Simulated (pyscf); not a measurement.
Thermochemistry of product channels of SiH₄ + NH₂• on the doublet surface, in eV, from ωB97M-D3(BJ)/def2-TZVP energies (ideal gas, 1 atm, RRHO with modes under 100 cm⁻¹ raised to 100, one conformer, R ln 2 for rigid chiral ones). Optimised with ωB97X-D3(BJ)/def2-SVP in PySCF.

| products | ΔE | ΔH(298 K) | ΔG(900 K) | ΔG(1200 K) |
|---|---|---|---|---|
| H₂N–SiH₂• + H₂ | -1.02 | -1.00 | -1.02 | -1.05 |
| SiH₃• + H₂ + NH [triplet] | +3.77 | +3.53 | +2.26 | +1.81 |
| SiH₂ [singlet] + NH₃ + H• | +2.35 | +2.29 | +1.18 | +0.81 |
| SiH₃• + NH₃ | -0.75 | -0.61 | -0.69 | -0.71 |
| H₂N–SiH₃ + H• | -0.48 | -0.49 | -0.35 | -0.34 |

These are energies of the channels, which say nothing of barriers.
